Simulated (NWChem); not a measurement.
System: CH$_{3}$, doublet; SMILES [CH3]

Input file for NWChem:

```
start job
memory heap 200 mb stack 900 mb global 1100 mb
geometry units angstroms noautoz
  C      0.000000     0.000000     0.000000
  H     -0.770946    -0.770946     0.000000
  H     -0.282186     1.053132     0.000000
  H      1.053132    -0.282186     0.000000
end
basis spherical
  * library def2-svp
end
dft
  odft
  mult 2
  xc b3lyp
  iterations 150
  mulliken
end
task dft energy
```

In the optimisation the excess spin sits in a2" (D3h, its own frame). Geometry: optimised at PBE0/def2-SVP, spin-unrestricted. No stability test was run on the SCF state.

### Question
Give the results of this calculation. (B3LYP/def2-SVP, spin-unrestricted.) Quantities: energy (Ha); highest occupied level (eV); lowest empty minus highest occupied level, either spin (eV); <S²>.

### Answer
| Quantity | Value |
|---|---|
| energy (Ha) | -39.81 |
| highest occupied level (eV) | -6.31 |
| lowest empty minus highest occupied level, either spin (eV) | 4.65 |
| <S²> | 0.754 |
